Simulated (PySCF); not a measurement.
**SiH₃⁺: one-bond stretch**

These are results of PySCF, PBE0, basis Si def2-TZVP, H def2-TZVP (no relativity, density fitting), not measurements.

Rigid scan from the singlet minimum (Si–H 1.472 Å (×3); H–Si–H 120.0° (×3)). Coordinate: the bond from Si to the last atom (H) scaled, the rest fixed. Energies in kJ/mol from the minimum.

(1) Predict the curve at 0.92, 0.96, 1.00, 1.05, 1.12, 1.20, 1.35, 1.55, 1.80, 2.20.

## Answers

(1) 
```tsv
scale of one bond	E (kJ/mol)	dipole size (D, about the centre of mass)
0.92	15.4	0.01
0.96	3.5	0.01
1.00	0.0	0.00
1.05	4.5	0.01
1.12	22.8	0.04
1.20	54.3	0.09
1.35	127.5	0.22
1.55	228.5	–
1.80	337.0	–
2.20	454.8	–
```

At long bonds a restricted determinant can lie too high, and another spin state can fall below this curve.
